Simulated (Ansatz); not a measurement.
# AlHO (singlet): RPA-PBE over a scan of the scale of all distances, 6-31G

How well do these functionals follow the top wave-function level for AlHO (singlet) over a scan of the scale of all distances?

Method: 6-31G, all electrons in the functionals, frozen cores in the correlation of double hybrids and RPA; program: Ansatz 0.2.0, Gaussian basis.

Plan: RPA-PBE, at 0.871; 1.000; 1.127; 1.283; 1.478; 1.768; 2.014; 2.410.

30 further runs of the same task are left out: 10 for a known fault of the program, 16 that didn't finish, 4 set aside as unsound or not needed.

## (1) The geometry

The geometry derives from a PBE0/def2-TZVP stationary point (not a proven minimum). All distances are scaled together.

3 atoms, charge 0, spin multiplicity 1.

Atoms are counted from 1 here; the program's logs count them from 0.

Bond lengths: Al1–O2 1.594 Å, Al1–H3 1.568 Å. Angles: O2–Al1–H3 180.0°.

No dispersion term is added.

The geometry shown and the zero of energy belong to the point 1.000. The yardstick, FCI, and other wave-function levels (R restricted, U unrestricted, valence and pair active spaces) come from earlier runs.

## (2) RPA-PBE, 0.871

File in.yaml:

```yaml
crystal:
  periodic: [false, false, false]
  atoms:
    - {symbol: Al, position_ang: [0.000000, 0.000000, 0.007378]}
    - {symbol: O, position_ang: [0.000000, 0.000000, -1.380776]}
    - {symbol: H, position_ang: [0.000000, 0.000000, 1.373398]}
basis:
  gaussian: {orbitals: 6-31G}
hamiltonian: {xc: {name: PBE}}
correlation: {method: rpa, electrons: outside_noble_gas}
```

Command:

```bash
> ansatz run in.yaml --threads 1 --pin off --events-out ev --progress --plain --max-ram 2393MiB
```

After this run come: RPA-PBE, 1.000; RPA-PBE, 1.127; RPA-PBE, 1.283; RPA-PBE, 1.478; RPA-PBE, 1.768; RPA-PBE, 2.014; RPA-PBE, 2.410.

**Question.** What will the summary of the whole plan be? Wanted: span of the FCI curve; largest miss, RPA-PBE.

As calculated:

| quantity | value |
| --- | --- |
| span of the FCI curve | 139.3 kcal/mol |
| largest miss, RPA-PBE | -21.7 kcal/mol (2.410) |

In words: RPA-PBE strays by up to 21.7 kcal/mol, at 2.410. RPA-PBE clearly breaks the spin symmetry at some points (⟨S²⟩ up to 1.51 above the pure value), so energy there is bought with a mixed spin. Functionals and the yardstick converge differently with the basis, so part of each miss in 6-31G is the basis.
